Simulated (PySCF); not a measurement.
# Cl2F: the cost of one run

Programs: PySCF 2.14.0. All values are calculated, for the isolated system unless a continuum is named. Atoms count from 0, parts from 1.

## Step 1: The system as given

3 atoms, charge -1, multiplicity 1; geometry: GFN2-xTB. Parts: 1 = atoms 0–1, `FCl`, charge 0; 2 = atom 2, `[Cl-]`, charge -1. In the given geometry Cl0 and Cl2 of different parts are bonded (2.21 Å), so values for the parts refer to these atom groups.

## Step 2: Optimising the geometry at PBE0-D3(BJ)/def2-TZVPD

The job: settings as JSON, then the geometry in Å.

```
{"job": {"xc": "PBE0", "basis": "def2-TZVPD", "d3": "d3bj", "grid": 3, "kind": "geom", "shake": 0.01}, "charge": -1, "multiplicity": 1, "parts": [{"atoms": "0-1", "charge": 0, "multiplicity": 1}, {"atoms": "2-2", "charge": -1, "multiplicity": 1}]}
Cl     0.932774    -0.324775    -0.464834
F     -0.875909     0.114093     0.191551
Cl     2.950150    -0.783370    -1.241925
```

Run with:

```console
OMP_NUM_THREADS=1 python cluster_run.py task.json out
```

The driver reads the jobs from task.json and runs them one after another.

**Question.** How long does this first job take on 1 thread of Arm Neoverse N1, shared host, and how much memory does it need?

About 44 s, with a peak of 0.52 GiB.
